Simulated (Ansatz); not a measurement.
Abridged output of a molecular run in Ansatz:

```
Functional definition: HF
1263 factors; integrals over basis functions are off by at most 1.1e-3 eV
mean field evaluation 1: about -4762.5136 eV, gradient 4.8e1 eV
mean field evaluation 2: about -4762.5140 eV, gradient 4.8e1 eV
mean field evaluation 4: about -4766.5619 eV, gradient 3.6e0 eV
mean field evaluation 8: about -4766.6074 eV, gradient 4.4e-1 eV
mean field evaluation 16: about -4766.5613 eV, gradient 3.6e0 eV
mean field -4766.60845751 eV, -175.1696298903 hartree, gradient 2.9e-6 eV, S^2 0.000000; 0 other end points of the search recorded, 0 dependent functions left out
3 core orbitals not correlated: weight in the atoms' cores, before any rotation towards them, 1.000 or more for the frozen orbitals, at most 0.000 for the correlated occupied ones
reference -4766.60845751 eV, -175.1696298903 hartree; 8, 8 occupied and 190, 190 virtual orbitals, 1263 factors
second order -16.39048775 eV of doubles, -0.00000000 eV of singles
cycle   1  -15.78951007 eV  change    6.0e-1 eV  update   9.6e-2
cycle   2  -16.17072823 eV  change   -3.8e-1 eV  update   3.1e-2
cycle   3  -16.26772127 eV  change   -9.7e-2 eV  update   1.4e-2
cycle   4  -16.25338245 eV  change    1.4e-2 eV  update   3.4e-3
cycle   5  -16.25087795 eV  change    2.5e-3 eV  update   1.1e-3
cycle   6  -16.25152386 eV  change   -6.5e-4 eV  update   3.4e-4
cycle   7  -16.25140027 eV  change    1.2e-4 eV  update   1.1e-4
cycle   8  -16.25135992 eV  change    4.0e-5 eV  update   3.7e-5
cycle   9  -16.25136949 eV  change   -9.6e-6 eV  update   1.6e-5
perturbative correction -0.68559534 eV, -0.0251951640 hartree
Total energy: -4783.54542234 eV, -175.7920518674 hartree
```

Its atoms:

```xyz
4

O     1.6766    0.1885   -0.1721
B     0.4797    0.1696    0.0076
O    -0.8232    0.2004    0.2285
H    -1.3330   -0.5586   -0.0640
```

**Question.** Which basis set was used?
A. def2-QZVPP
B. def2-TZVPP
C. cc-pV(D+d)Z
D. def2-SVP

**Answer.** A. It gives 201 functions.

**Question.** Write the keys of the input that set method, charge and spin (a neutral closed shell needs none for the last two).

**Answer.** 
```yaml
correlation: {method: ccsd_t}
```
